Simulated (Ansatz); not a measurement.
Relaxation of BH4NO (7 atoms, charge 0, multiplicity 1), to a largest force component of 0.015 eV/Å in at most 40 steps.

Theory: RKS PBE/def2-SVP in Ansatz.

```xyz
7
Properties=species:S:1:pos:R:3
N -0.752 0.096 -0.748
B 0.234 0.150 0.351
O 1.037 -1.022 0.573
H -1.425 -0.587 -0.520
H -1.300 1.049 -0.744
H 0.376 1.129 1.026
H 0.492 -1.616 1.213
```

Task: Where does it end, and by what steps?

Result: The run converged. After 9 steps the energy has fallen by 1.251 eV; H7 moved furthest, 0.78 Å.

```json
{"step": "0", "energy less start (eV)": "0.0000", "largest force component (eV/Å)": "4.180", "accepted": "yes"}
{"step": "1", "energy less start (eV)": "-0.4548", "largest force component (eV/Å)": "1.917", "accepted": "yes"}
{"step": "2", "energy less start (eV)": "-0.5894", "largest force component (eV/Å)": "2.346", "accepted": "yes"}
{"step": "3", "energy less start (eV)": "-0.8135", "largest force component (eV/Å)": "0.794", "accepted": "yes"}
{"step": "4", "energy less start (eV)": "-0.9758", "largest force component (eV/Å)": "0.978", "accepted": "yes"}
{"step": "5", "energy less start (eV)": "-1.1410", "largest force component (eV/Å)": "0.906", "accepted": "yes"}
{"step": "6", "energy less start (eV)": "-1.2443", "largest force component (eV/Å)": "0.167", "accepted": "yes"}
{"step": "7", "energy less start (eV)": "-1.2475", "largest force component (eV/Å)": "0.255", "accepted": "yes"}
{"step": "8", "energy less start (eV)": "-1.2510", "largest force component (eV/Å)": "0.020", "accepted": "yes"}
{"step": "9", "energy less start (eV)": "-1.2510", "largest force component (eV/Å)": "0.006", "accepted": "yes"}
```

```xyz
7
Properties=species:S:1:pos:R:3
N -0.931 0.207 -0.547
B 0.057 0.010 0.438
O 0.498 -1.274 0.691
H -1.336 -0.562 -1.081
H -1.301 1.125 -0.781
H 0.499 0.977 1.044
H 1.175 -1.284 1.385
```

Time of the run: 35 s on 1 thread of Intel(R) Xeon(R) Processor @ 2.50GHz (Skylake/Cascade Lake), on a shared host, peak memory 0.13 GiB.
